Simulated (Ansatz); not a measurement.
This script for a ladder of basis sets of HMgO, SMILES [OH][Mg] with the Ansatz DFT code, driven from Python holds a mistake.

`basis.py`:
```python
# -*- coding: utf-8 -*-
"""Basis-set convergence for HMgO."""

from dataclasses import dataclass

import ansatz


@dataclass
class Options:
    functional: str = "hf"
    kgrid: tuple[int, ...] = (2, 2, 2)


cfg = Options()

GEOMETRY = """
O    -0.32550   -0.54610   -0.24580
Mg    1.24590    0.16470    0.70260
H    -0.93130    0.31650   -0.47000
"""


def main():
    molecule = ansatz.Crystal.molecule()
    for line in GEOMETRY.strip().splitlines():
        symbol, *xyz = line.split()
        molecule = molecule.atom(symbol, [float(v) for v in xyz])

    job = (
        molecule.calculation()
        .functional(cfg.functional)
        .spin("collinear", total=1)
        .kpoints(*cfg.kgrid)
    )

    energies = {}
    for basis in ["aug-cc-pVDZ", "aug-cc-pVTZ"]:
        report = job.basis(gaussian=basis).run(threads=1).report
        size = report["n_frozen"] + report["n_occupied"][0] + report["n_virtual"][0]
        energies[basis] = (report["reference_energy_ev"] / 27.211386246, report["free_energy_ev"] / 27.211386246)
        print(f"{basis:14s} {size:4d} orbitals  reference {energies[basis][0]:14.6f} Ha  total {energies[basis][1]:14.6f} Ha")

    last = energies["aug-cc-pVTZ"][1]
    for basis, (_, total) in energies.items():
        print(f"{basis:14s} lies {27.211386 * (total - last):9.4f} eV above aug-cc-pVTZ")


if __name__ == "__main__":
    main()
```

```console
$ python basis.py
Traceback (most recent call last):
  File "basis.py", line 50, in <module>
    main()
    ~~~~^^
  File "basis.py", line 39, in main
    report = job.basis(gaussian=basis).run(threads=1).report
             ~~~~~~~~~~~~~~~~~~~~~~~~~~~~~^^^^^^^^^^^
  ...
ansatz.RefusalError: invalid value for `basis.gaussian`: such a run doesn't read kpoints; remove what it names
$ echo $?
1
```
(Library frames cut from the traceback.)

Why does it end like this?

The fault: a molecule in a Gaussian basis takes no k-points. The correction:

```diff
--- before
+++ after
@@ -11,3 +11,2 @@
     functional: str = "hf"
-    kgrid: tuple[int, ...] = (2, 2, 2)
 
@@ -33,3 +32,2 @@
         .spin("collinear", total=1)
-        .kpoints(*cfg.kgrid)
     )
```

With that change:

Output of `python basis.py`:
```text
aug-cc-pVDZ      59 orbitals  reference    -275.068990 Ha  total    -275.068990 Ha
aug-cc-pVTZ     119 orbitals  reference    -275.091577 Ha  total    -275.091577 Ha
aug-cc-pVDZ    lies    0.6146 eV above aug-cc-pVTZ
aug-cc-pVTZ    lies    0.0000 eV above aug-cc-pVTZ
```

Caveats:
- The drop along the ladder measures the basis error, and is no property of the molecule.
- The geometry is a force-field or estimated start, not a minimum of this method, and the last set is no limit. Much of the fall in a total is atomic energy, which cancels in bond and reaction energies.
- The species is open-shell (spin multiplicity 2).
- Timing: 1.5 s on 1 thread of Intel(R) Xeon(R) 6975P-C (Granite Rapids) (shared host), peak memory 0.24 GiB.
